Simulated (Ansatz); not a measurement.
# BS− (triplet): wave-function methods side by side, aug-cc-pVTZ

The task here is to estimate one member of a computed series from the others.

The runs use Ansatz 0.2.0, Gaussian basis; aug-cc-pVTZ, core rule «outside noble gas», up to 6 orbitals frozen.

To be run: UHF; CCSD(T) on ROHF; CCSD(T) on UHF; BCCD(T) on ROHF; CCSDT(Q) on ROHF; CCSDT(Q) on UHF; CASSCF and MRCISD+Q, 10 electrons in 8 orbitals; CASSCF and NEVPT2, 10 electrons in 8 orbitals.

3 further runs of the same task are left out: 3 set aside as unsound or not needed. Runs told in other sessions of the task aren't counted.

## The system

The geometry is a PBE0/def2-TZVPD stationary point (not a proven minimum) of the parent state, kept for this charge and spin.

2 atoms, charge -1, spin multiplicity 3.

Atoms are counted from 1 here; the program's logs count them from 0.

Bond lengths: B1–S2 1.685 Å.

The first run:

File in.yaml:

```yaml
crystal:
  periodic: [false, false, false]
  atoms:
    - {symbol: B, position_ang: [0.000000, 0.000000, 0.000000]}
    - {symbol: S, position_ang: [0.000000, 0.000000, 1.685300]}
basis:
  gaussian: {orbitals: aug-cc-pVTZ}
total_charge: -1
magnetization: {spin_polarized: true, initial_magnetization: 2}
hamiltonian: {xc: hf}
output: {orbitals: {seedname: orbitals}}
```

Command:

```console
$ ansatz run in.yaml --threads 1 --pin off --events-out ev --progress --plain --max-ram 2816MiB --backend cpu
```

Among the steps run: UHF; CCSD(T) on ROHF; CCSD(T) on UHF; BCCD(T) on ROHF; CCSDT(Q) on ROHF; CCSDT(Q) on UHF; CASSCF and MRCISD+Q, 10 electrons in 8 orbitals; CASSCF and NEVPT2, 10 electrons in 8 orbitals.

One of the session's tables, all rows but one given; the rest of the session is left out.

| method | from UCCSDT(Q) (kcal/mol) |
| --- | --- |
| ROHF | +177.85 |
| UHF | +175.02 |
| RMP2 | +24.30 |
| UMP2 | +24.46 |
| RCCSD | +11.62 |
| UCCSD | +11.57 |
| RCCSD(T) | +1.42 |
| UCCSD(T) | +1.52 |
| BCCD(T) | +1.40 |
| RCCSDT | +0.73 |
| UCCSDT | +0.73 |
| RCCSDT(Q) | ? |
| UCCSDT(Q) | 0 |
| CASSCF valence | +149.17 |
| NEVPT2 valence | +34.06 |
| MRCISD valence | +17.13 |
| MRCISD+Q valence | +3.76 |

**Question.** Estimate the row for RCCSDT(Q).

**Answer.** from UCCSDT(Q) (kcal/mol): +0.11. In the column «from UCCSDT(Q) (kcal/mol)» it lies between UCCSDT(Q) (0) and RCCSDT (+0.73).

To keep in mind: Restricted and unrestricted rows rest on different reference determinants; a gap between their highest levels can come from leftover correlation error, from unlike frozen cores or from another state.
